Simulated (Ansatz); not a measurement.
# ClH2OSi, SMILES O[SiH]Cl: a ladder of basis sets

With Ansatz 0.2.0, Python API.

Notebook, run cell by cell (the value of a cell's last expression is shown):

In [1]:
```python
import ansatz as az
```

In [2]:
```python
config = {
    "method": "mp2",
}
```

In [3]:
```python
GEOMETRY = """
O    -0.84158   -0.39337   -0.65829
Si   -0.06977    0.52308    0.44401
Cl    1.56532   -0.48383    1.13755
H    -0.93890   -1.34061   -0.59407
H     0.28493    1.69473   -0.32919
"""
```

In [4]:
```python
system = az.Crystal.molecule()
for line in GEOMETRY.strip().splitlines():
    symbol, *xyz = line.split()
    system = system.atom(symbol, [float(v) for v in xyz])
```

In [5]:
```python
job = (
    system.calculation()
    .correlation(config["method"])
    .spin("collinear", total=1)
)
```

In [6]:
```python
energies = {}
for basis in ["cc-pVDZ", "cc-pVTZ"]:
    data = job.basis(gaussian=basis).run(threads=1).report
    size = data["n_frozen"] + data["n_occupied"][0] + data["n_virtual"][0]
    energies[basis] = (data["reference_energy_ev"] / 27.211386246, data["free_energy_ev"] / 27.211386246)
    print(f"{basis:14s} {size:4d} orbitals  reference {energies[basis][0]:14.6f} Ha  total {energies[basis][1]:14.6f} Ha")
```
```text
cc-pVDZ          60 orbitals  reference    -824.512975 Ha  total    -824.912297 Ha
cc-pVTZ         126 orbitals  reference    -824.585079 Ha  total    -825.112387 Ha
```

In [7]:
```python
small, large = (energies[b][1] - energies[b][0] for b in ("cc-pVDZ", "cc-pVTZ"))
limit = (3 ** 3 * large - 2 ** 3 * small) / (3 ** 3 - 2 ** 3)
print(f"correlation energy: {small:.6f} and {large:.6f} Ha, extrapolated {limit:.6f} Ha")
print(f"share caught by the larger set: {100 * large / limit:.1f} %")
```
```text
correlation energy: -0.399321 and -0.527309 Ha, extrapolated -0.581198 Ha
share caught by the larger set: 90.7 %
```

Against cc-pVDZ: cc-pVTZ -200.1 mHa. The last step alone is -200.09 mHa.

The drop along the ladder measures the basis error, and is no property of the molecule. The geometry is a force-field or estimated start, not a minimum of this method, and the last set is no limit. Much of the fall in a total is atomic energy, which cancels in bond and reaction energies. The species is open-shell (spin multiplicity 2). Inner cores stay frozen, so this is valence correlation. For Al to Cl the sets with a tight d function, cc-pV(X+d)Z, are usual. An extrapolation from small basis sets is rough. Finished in 2.5 s on 1 thread of Arm Neoverse V2, on a shared host, peak memory 0.29 GiB.

(Lines on the test bed's own set-up are left out of the output.)
